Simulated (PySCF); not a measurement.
# Dipole moment and polarisability of 3-butynenitrile

Species: 3-butynenitrile, C₄H₃N.
Numbering: `[CH:1]#[C:2][CH2:3][C:4]#[N:5]` (hydrogens: H6 on C1; H7, H8 on C3)

Geometry (GFN2-xTB, Å), atoms numbered from 1 in this order:
```
atom  x, y, z in Å
C1     1.9279    0.0206   -0.3938
C2     0.7955   -0.1974   -0.0784
C3    -0.5880   -0.4374    0.2951
C4    -1.3923    0.7217   -0.0223
N5    -2.0223    1.6395   -0.2770
H6     2.9247    0.1987   -0.6664
H7    -0.6570   -0.6342    1.3707
H8    -0.9794   -1.3020   -0.2525
```

Level: CAM-B3LYP/def2-SVPD (PySCF), static field, nuclei fixed, core orbitals frozen in the response. The polarisability tensor in these axes (au):

```
x   61.02 -4.83 -3.25
y   -4.83 43.87 -2.85
z   -3.25 -2.85 36.47
```

Question: Give the principal values, the mean and the anisotropy Δα = √{½[(α1 − α2)² + (α2 − α3)² + (α1 − α3)²]}.

Answer: Principal values 34.65, 44.20 and 62.51 au; mean 47.12 au = 6.98 Å³ = 7.77 × 10⁻⁴⁰ C²·m²/J; Δα = 24.53 au (52 % of the mean).

Question: What is the dipole moment, and where does it point?

Answer: (1.93, -3.06, 0.88) D, 3.72 D in size, pointing from the negative to the positive side. Measured along this direction, the outermost atoms are N5 at the negative end and H6 at the positive end.

Question: How large is μ²/3kT at 298 K beside α?

Answer: In Gaussian units μ²/3kT = 112.18 Å³ against 6.98 Å³, a ratio of 16.07; the Debye molar polarisation (4π/3)N_A(α + μ²/3kT) is 300.6 cm³/mol, leaving out the vibrational part.

Question: Traceless (Buckingham) quadrupole moment about the centre of nuclear charge: eigenvalues?

Answer: -11.03, 1.70, 9.32 D·Å. The values depend on the origin, since the dipole doesn't vanish. The electronic extent ⟨r²⟩ about the same centre is 434 bohr², a root-mean-square distance of 1.89 Å for the 34 electrons.

Question: Estimate the molar refractivity from the static electronic polarisability.

Answer: Lorentz–Lorenz: R = (4π/3)N_A α = 2.5225 cm³/(mol·Å³) × 6.98 Å³ = 17.6 cm³/mol, in the limit of long wavelengths.

Geometry: GFN2-xTB; no solvent, vibrations or thermal averaging.
